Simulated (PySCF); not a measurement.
Lithium: a sound run and one with changed settings

Sound run: Li [He] 2s1, Li+ 1s2. Computed with PySCF 2.14 in 6-31G*, with no relativity, point nucleus. The sound run starts from symmetry-adapted Hartree-Fock orbitals and uses a fine grid where one is needed.

Changed run: 26 angular points. This setting is unsound on purpose.

| species | method | sound run (hartree) | changed run (hartree) | converged |
| --- | --- | --- | --- | --- |
| Li | UHF | -7.43124 | -7.43124 | yes |
| Li | BP86 | -7.47900 | -7.47900 | yes |
| Li | PBE0 | -7.46537 | -7.46537 | yes |
| Li+ | UHF | -7.23548 | -7.23548 | yes |
| Li+ | BP86 | -7.27488 | -7.27488 | yes |
| Li+ | PBE0 | -7.26113 | -7.26113 | yes |

Ionisation energy of Li:

| method | sound run (eV) | changed run (eV) |
| --- | --- | --- |
| UHF | 5.327 | 5.327 |
| BP86 | 5.555 | 5.555 |
| PBE0 | 5.558 | 5.558 |

Here the setting changes nothing at the digits shown.

For comparison, NIST gives 5.392 eV between the lowest levels.
